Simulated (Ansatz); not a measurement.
Geometry optimisation, RKS r2SCAN-D4/6-31G in Ansatz.

The input (input.yaml):

```yaml
crystal:
  periodic: [false, false, false]
  atoms:
    - { symbol: B, position_ang: [-0.8121, -0.9086, -0.1365] }
    - { symbol: Si, position_ang: [0.4305, 0.6222, 0.1994] }
    - { symbol: S, position_ang: [0.9501, -1.2887, 0.3625] }
    - { symbol: H, position_ang: [-1.6596, -1.0858, -0.9124] }
    - { symbol: H, position_ang: [-1.96335, -1.01926, 0.04038] }
    - { symbol: H, position_ang: [0.2122, 1.324, 1.4821] }
basis:
  gaussian: { orbitals: "6-31G" }
hamiltonian:
  xc: r2scan
  dispersion: d4
relax:
  f_tol: 0.02
  max_steps: 50
```

Command:

```bash
$ ansatz run input.yaml --threads 1 --pin off --max-ram 2048MiB --backend cpu --events-out ev --progress --plain --runs-dir out
```

Where does it end, and by what steps?

It converged. Limits of this set-up: no polarisation functions. After 14 steps the energy has fallen by 4.651 eV; H6 moved furthest, 0.78 Å.

```tsv
step	energy less start (eV)	largest force component (eV/Å)	accepted
0	0.0000	6.307	yes
1	-2.2675	2.201	yes
2	-3.2887	2.825	yes
3	-3.9283	2.291	yes
4	-4.1759	2.077	yes
5	-4.4093	1.537	yes
6	-4.6270	0.296	yes
7	-4.6133	0.485	no
8	-4.6479	0.069	yes
9	-4.6484	0.067	yes
10	-4.6498	0.051	yes
11	-4.6498	0.116	yes
12	-4.6507	0.048	yes
13	-4.6512	0.052	yes
14	-4.6514	0.014	yes
```

```xyz
6
Properties=species:S:1:pos:R:3
B -1.139 -1.002 -0.258
Si -0.105 0.666 0.559
S 0.736 -1.327 0.537
H -1.174 -0.964 -1.447
H -2.040 -1.350 0.437
H 0.880 1.622 1.207
```

Time of the run: 47 s on 1 thread of Arm Neoverse V2, on a shared host, peak memory 0.13 GiB.
